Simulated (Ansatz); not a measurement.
Energy needed to pull apart AlHSCl (SMILES [SH][Al][Cl]), doublet, into free ground-state atoms, from the structure below (displaced at random from its PBE0-D4/def2-TZVP minimum); no zero-point or spin–orbit terms; open-shell atoms are treated unrestricted, in their ground-state multiplicity.

S1  (0.443, 0.962, -0.805)
Al2  (-0.346, -0.530, 0.532)
Cl3  (0.258, -2.545, 0.269)
H4  (-0.303, 2.011, -0.079)
(Å)

Computed with Ansatz 0.2.0 (basis: def2-TZVPP); correlated methods freeze the cores; orbitals are unrestricted.

```tsv
method	atomization energy (kJ/mol)
PBE-D4	?
r2SCAN-D4	?
PBE0-D4	1068
wB97M-V	1067
HF	780
MP2	1059
CCSD	997
CCSD(T)	1022
```

Question: What does PBE-D4 give? (An estimate is asked for; the value comes from the calculation.)

Answer: Computed: 1086 kJ/mol, which is about 64 kJ/mol more than CCSD(T)/def2-TZVPP.

Question: What does r2SCAN-D4 give? (To be estimated.)

Answer: Computed: 1094 kJ/mol, which is about 72 kJ/mol more than CCSD(T)/def2-TZVPP.

In triple zeta the MP2 and coupled-cluster atomization energies are still short of their basis limit by a few kcal/mol a bond, whereas those of the functionals are nearly converged, so these differences are not deviations from converged CCSD(T).

The T1 diagnostic stays at or below 0.014. ⟨S²⟩ of the unrestricted Hartree–Fock references: 0.75 (a pure state has 0.75).

For scale, one of the runs: CCSD(T)/def2-TZVPP forces, 140 basis functions (an equivalent command: `ansatz run in.yaml --threads 2`). Hardware: 2 CPU threads, shared host. Wall time 2.3 min; peak host memory 2.6 GiB.
